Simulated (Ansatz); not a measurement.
Problem. Name a neutral molecule of C, O, S and H with LUMO energy (B3LYP/def2-TZVPP) between 0.00 and 0.30 eV and HOMO energy (B3LYP/def2-TZVPP) between -7.05 and -6.75 eV (Ansatz, PBE0-D4/def2-TZVP geometry).

Solution. `COC(O)S` (0.13 eV, -6.98 eV); `OCS` (0.15 eV, -6.86 eV); `CC(O)S` (0.28 eV, -6.75 eV); `COC(C)S` (0.26 eV, -6.78 eV); `CC(O)(O)S` (0.03 eV, -6.87 eV); `O[C@H](S)[C@@H]1CO1` (0.12 eV, -7.04 eV). Other molecules can fit too; these were computed, each in one conformer that needn't be the lowest.

B3LYP here is the variant with VWN-RPA as its local correlation; programs differ in this.
